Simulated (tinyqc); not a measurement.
Inside a calculation. Method: CIS and TDHF on RHF in the sto-6g basis, frozen core, for H2O, spin multiplicity 1. One step of it, computed by the program tinyqc.

Task: CIS matrix, triplets. A(ia,jb) = (e_a - e_i) d_ij d_ab - (ij|ab).

orbital energies (hartree): [-20.521754, -1.225759, -0.560513, -0.446471, -0.393772, 0.489505, 0.598766]

Two-electron integrals over orbitals (pq|rs), unique and non-zero (hartree); the lowest 1 orbital is frozen and left out:
```
(22|22) 0.726667    (32|32) 0.132927    (33|22) 0.622629    (33|33) 0.602642
(42|22) -0.019709   (42|33) 0.003926    (42|42) 0.129747    (43|32) 0.026232
(43|43) 0.054149    (44|22) 0.666521    (44|33) 0.573959    (44|42) -0.096708
(44|44) 0.719026    (52|52) 0.149790    (53|53) 0.026968    (54|52) -0.044628
(54|54) 0.049762    (55|22) 0.755168    (55|33) 0.608422    (55|42) -0.078697
(55|44) 0.699409    (55|55) 0.880663    (62|22) 0.135879    (62|33) 0.069264
(62|42) 0.029621    (62|44) 0.068970    (62|55) 0.146001    (62|62) 0.096977
(63|32) -0.037311   (63|43) -0.036131   (63|63) 0.074046    (64|22) 0.120876
(64|33) 0.047701    (64|42) -0.046332   (64|44) 0.130763    (64|55) 0.142930
(64|62) 0.060680    (64|64) 0.091778    (65|52) 0.052692    (65|54) 0.004356
(65|65) 0.035001    (66|22) 0.599282    (66|33) 0.554880    (66|42) 0.049864
(66|44) 0.546942    (66|55) 0.581161    (66|62) 0.094649    (66|64) 0.050816
(66|66) 0.587422    (72|32) 0.052194    (72|43) -0.031323   (72|63) 0.031044
(72|72) 0.066757    (73|22) 0.160044    (73|33) 0.089524    (73|42) -0.078199
(73|44) 0.145812    (73|55) 0.200013    (73|62) 0.070532    (73|64) 0.097124
(73|66) 0.043023    (73|73) 0.158759    (74|32) -0.073599   (74|43) -0.010693
(74|63) 0.052814    (74|72) -0.016907   (74|74) 0.070678    (75|53) 0.023864
(75|75) 0.024772    (76|32) 0.088442    (76|43) 0.059873    (76|63) -0.066370
(76|72) -0.005179   (76|74) -0.060789   (76|76) 0.114395    (77|22) 0.611454
(77|33) 0.588242    (77|42) -0.017196   (77|44) 0.584162    (77|55) 0.610951
(77|62) 0.063555    (77|64) 0.048054    (77|66) 0.554639    (77|73) 0.093454
(77|77) 0.600224
```

Give: CIS matrix A, triplet.

Result:

CIS matrix A, triplet (hartree), order 2>6, 2>7, 3>6, 3>7, 4>6, 4>7, 5>6, 5>7:
```
[[1.1160, 0.0000, 0.0000, -0.0884, -0.0499, 0.0000, 0.0000, 0.0000],
 [0.0000, 1.2131, -0.0884, 0.0000, 0.0000, 0.0172, 0.0000, 0.0000],
 [0.0000, -0.0884, 0.4951, 0.0000, 0.0000, -0.0599, 0.0000, 0.0000],
 [-0.0884, 0.0000, 0.0000, 0.5710, -0.0599, 0.0000, 0.0000, 0.0000],
 [-0.0499, 0.0000, 0.0000, -0.0599, 0.3890, 0.0000, 0.0000, 0.0000],
 [0.0000, 0.0172, -0.0599, 0.0000, 0.0000, 0.4611, 0.0000, 0.0000],
 [0.0000, 0.0000, 0.0000, 0.0000, 0.0000, 0.0000, 0.3021, 0.0000],
 [0.0000, 0.0000, 0.0000, 0.0000, 0.0000, 0.0000, 0.0000, 0.3816]]
```
